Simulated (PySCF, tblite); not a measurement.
Isomers of C4H6FS (doublet state), one GFN2-xTB conformer each. Single-point energies are computed at B3LYP/pcH-1 (PySCF, gas phase, no added dispersion term), electronic only. GFN2-xTB treats the open shell by occupation alone, and not every SCF solution was tested for stability.

Question: Rank them by B3LYP/pcH-1 energy, lowest first (kcal/mol).
A. `[CH3:1][S:2][C@@H:3]1[CH:4][C@@H:5]1[F:6]` (doublet state) with C1–S2–C3–C4 15°
B. `[CH3:1][S:2][C:3]1[CH2:4][C@H:5]1[F:6]` (doublet state) with C1–S2–C3–C4 -141°
C. `[CH3:1][S:2][C@@H:3]1[CH2:4][C:5]1[F:6]` (doublet state) with C1–S2–C3–C4 51°

Answer: B (0.0), A (11.7), C (12.1).

Neighbours under 5.0 kcal/mol apart (CS[C@@H]1[CH][C@@H]1F and CS[C@@H]1C[C]1F) can change places with a better method, another conformer or zero-point energy. GFN2-xTB itself gives, in the same order: 0.0, 13.0, 11.1. Both levels put the same isomer lowest; measured from each level's own lowest isomer, the values differ by up to 1.3 kcal/mol (CS[C@@H]1[CH][C@@H]1F: 13.0 against 11.7).

Q: What happens when harmonic zero-point energies from GFN2-xTB frequencies are added?

A: 
| SMILES | ZPE (kcal/mol) | electronic (kcal/mol) | with ZPE (kcal/mol) |
| --- | --- | --- | --- |
| CS[C]1C[C@H]1F | 54.9 | 0.0 | 0.0 |
| CS[C@@H]1[CH][C@@H]1F | 54.2 | 11.7 | 11.0 |
| CS[C@@H]1C[C]1F | 54.6 | 12.1 | 11.8 |

The zero-point energies span 0.7 kcal/mol. The order is unchanged.

Q: As an exercise, what shares would exp(−E/RT) give at 2000 K from these electronic energies alone (no entropy, no degeneracies)?

A: RT = 3.974 kcal/mol: CS[C]1C[C@H]1F 90.9 %, CS[C@@H]1[CH][C@@H]1F 4.8 %, CS[C@@H]1C[C]1F 4.4 %.
